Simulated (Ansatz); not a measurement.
fcc Cu

The numbers are results of PBEsol (Ansatz, an electronic-structure program, PAW), not measurements.

Settings: plane-wave cutoff 500 eV, 16×22×1 k mesh (along the axes of the cell as run), Fermi–Dirac smearing 0.1 eV, scalar-relativistic PAW data made under PBE.

Cell: relaxed at this level.

```
Item                                  Value
--------------------------------  ---------
surface energy of the (110) face  1.94 J/m²
work function of the (110) face     4.56 eV
```

The slab of 12 atoms is relaxed and unreconstructed.

The computed numbers hold no vibrational or temperature effects.

Computing time: very roughly 50 core-minutes.
